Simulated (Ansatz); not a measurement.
# BC₂ (sextet): from Hartree-Fock to the top rungs, cc-pVTZ

Aim: climb from Hartree-Fock through coupled cluster and multireference methods for BC₂ (sextet) at one geometry and basis, and see what each rung misses.

Method: cc-pVTZ, core rule «outside noble gas», up to 3 orbitals frozen; program: Ansatz 0.2.0, Gaussian basis.

The runs, in order: UHF; CCSD(T) on ROHF; CCSD(T) on UHF; BCCD(T) on ROHF; CCSDT(Q) on ROHF; CCSDT(Q) on UHF; CASSCF and MRCISD+Q, 11 electrons in 12 orbitals; CASSCF and NEVPT2, 11 electrons in 12 orbitals.

5 further runs of the same task are left out: 5 set aside as unsound or not needed. Runs told in other sessions of the task aren't counted.

**1. What is computed**

The geometry is a PBE0/def2-TZVP stationary point (not a proven minimum) of the parent state, kept for this charge and spin.

3 atoms, charge 0, spin multiplicity 6.

Atoms are counted from 1 here; the program's logs count them from 0.

Bond lengths: B1–C2 1.416 Å, C2–C3 1.238 Å. Angles: B1–C2–C3 180.0°.

Geometry (Å):

```xyz
3
charge 0, multiplicity 6
B     0.0000    0.0000   -1.3569
C     0.0000    0.0000    0.0595
C     0.0000    0.0000    1.2974
```

**2. UHF**

Input file in.yaml:

```yaml
crystal:
  periodic: [false, false, false]
  atoms:
    - {symbol: B, position_ang: [0.000000, 0.000000, -1.356900]}
    - {symbol: C, position_ang: [0.000000, 0.000000, 0.059500]}
    - {symbol: C, position_ang: [0.000000, 0.000000, 1.297400]}
basis:
  gaussian: {orbitals: cc-pVTZ}
magnetization: {spin_polarized: true, initial_magnetization: 5}
hamiltonian: {xc: hf}
output: {orbitals: {seedname: orbitals}}
```

The run is started by

```
> ansatz run in.yaml --threads 1 --pin off --events-out ev --progress --plain --max-ram 2816MiB --backend cpu
```

Further steps of the session: CCSD(T) on ROHF; CCSD(T) on UHF; BCCD(T) on ROHF; CCSDT(Q) on ROHF; CCSDT(Q) on UHF; CASSCF and MRCISD+Q, 11 electrons in 12 orbitals; CASSCF and NEVPT2, 11 electrons in 12 orbitals.

Before running them: what should the planned runs give, taken together? Wanted: UCCSDT(Q) from the RHF energy; RMP2 from UCCSDT(Q); UMP2 from UCCSDT(Q); RCCSD from UCCSDT(Q); RCCSD(T) from UCCSDT(Q); UCCSD(T) from UCCSDT(Q); RCCSDT(Q) from UCCSDT(Q); NEVPT2 valence from UCCSDT(Q); MRCISD+Q valence from UCCSDT(Q).

As calculated:

```
                         quantity                      value
    UCCSDT(Q) from the ROHF energy                 -8.2801 eV
              RMP2 from UCCSDT(Q)              +104.0 kJ/mol
              UMP2 from UCCSDT(Q)              +124.7 kJ/mol
             RCCSD from UCCSDT(Q)               +41.5 kJ/mol
          RCCSD(T) from UCCSDT(Q)                +5.9 kJ/mol
          UCCSD(T) from UCCSDT(Q)                +6.4 kJ/mol
         RCCSDT(Q) from UCCSDT(Q)                +0.2 kJ/mol
    NEVPT2 valence from UCCSDT(Q)              +103.9 kJ/mol
  MRCISD+Q valence from UCCSDT(Q)                +7.9 kJ/mol
levels within 1 kcal/mol (43 meV)  RCCSDT, UCCSDT, RCCSDT(Q)
                    T1 diagnostic                      0.033
   effectively unpaired electrons                       5.05
```

**Reading.** RCCSD(T) misses by +5.9 kJ/mol, 0.7 % of the correlation energy. One determinant dominates. Of the multireference levels listed MRCISD+Q valence comes nearest in total energy (+7.9 kJ/mol), which doesn't show that its space is the better one. These misses are within one basis, not against nature; the frozen cores of restricted and unrestricted runs differ, which can shift their rows.
